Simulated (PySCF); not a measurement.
How the method moves the proton affinities of ethyl formate

Structure: `CCOC=O` (C3H6O2). Non-hydrogen atoms are numbered in `[CH3:1][CH2:2][O:3][CH:4]=[O:5]`.

All levels share the PBE0-D3(BJ)/def2-SVP structures and the PBE0-D3(BJ)/def2-SVP thermal terms; only the single-point energies (PySCF) change. Values are proton affinities (298 K, kJ/mol).

Measured (NIST Chemistry WebBook): proton affinity (−ΔH) 799 kJ/mol.

| level | O5 | O3 |
| --- | --- | --- |
| M06-2X/def2-TZVP (grid 3) | 793 | 709 |
| ωB97X-D3(BJ)/def2-TZVP | 806 | 722 |

The widest spread is that of O3: 14 kJ/mol, from 709 to 722.

Differences come from unrounded values, so a last digit can differ from that of the printed terms.

---

**How the method moves the proton affinities of 2-propanimine**

Structure: `CC(C)=N` (C3H7N). Atom numbers as in the mapped SMILES `[CH3:1][C:2]([CH3:3])=[NH:4]`.

All levels share the PBE0-D3(BJ)/def2-SVP structures and the PBE0-D3(BJ)/def2-SVP thermal terms; only the single-point energies (PySCF) change. Values are proton affinities (298 K, kJ/mol).

proton affinity (−ΔH): the gap is larger than usual, and may come from another state, site, conformer or species, from the functional or basis, or from an outlying measurement.

Measured (NIST Chemistry WebBook): proton affinity (−ΔH) 932 kJ/mol.

```
                 level   N4
 BP86-D3(BJ)/def2-TZVP  950
ωB97X-D3(BJ)/def2-TZVP  958
```

The spread: 8 kJ/mol, from 950 to 958.

---

## Level of theory and proton affinities: `Cc1cc[nH]n1` (C4H6N2)

Non-hydrogen atoms are numbered in `[CH3:1][c:2]1[cH:3][cH:4][nH:5][n:6]1`.

All levels share the PBE0-D3(BJ)/def2-SVP structures and the PBE0-D3(BJ)/def2-SVP thermal terms; only the single-point energies (PySCF) change. Values are proton affinities (298 K, kJ/mol).

At ωB97X-D3(BJ)/6-31+G*:
```tsv
quantity	value
N6	916
C3	843
N5	789
```

Problem. What does ωB97X-D3(BJ)/def2-TZVP give?

Solution. N6: 930 (change 14); C3: 848 (change 5); N5: 799 (change 10).
